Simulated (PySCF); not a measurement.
Geometry (Å), atoms numbered from 1 in this order:
```xyz
11

Si    0.6983    0.1769    0.4941
H     0.7247    0.1528    1.9918
H     2.1184    0.1642    0.0175
C    -0.1866    1.7226   -0.1239
H     0.2989    2.6306    0.2651
H    -1.2376    1.7286    0.2027
H    -0.1684    1.7670   -1.2233
Si   -0.3756   -1.7643   -0.2736
H    -1.7686   -1.8311    0.2714
H     0.3582   -2.9981    0.1467
H    -0.4618   -1.7493   -1.7684
```

Geometry: PBE0-D3(BJ)/def2-SVP; GIAO absolute shieldings from PySCF 2.14.0 with density-fitted response routines, gas phase, non-relativistic, averaged over equivalent atoms.

At PBE0/pcSseg-1 (105 basis functions, 6.4 s wall time on 1 thread of an x86-64 server CPU, shared host):
```tsv
atoms	σ (ppm)
Si1	423.7
Si8	457.7
H2/H3	27.31
H9/H10/H11	27.78
H5/H6/H7	30.97
C4	193.6
```

Question: What do these become at wB97X-D/pcSseg-1?

Answer: 
```csv
atoms,σ at wB97X-D/pcSseg-1,change
Si1,424.6,+0.9
Si8,457.3,-0.4
H2/H3,27.48,+0.17
H9/H10/H11,27.92,+0.14
H5/H6/H7,31.11,+0.14
C4,193.7,+0.1
```

The largest change is at Si1 (silicon bonded to C, Si, 2 H). Cost: 105 basis functions, 6.3 s wall time on 1 thread of an x86-64 server CPU, shared host.
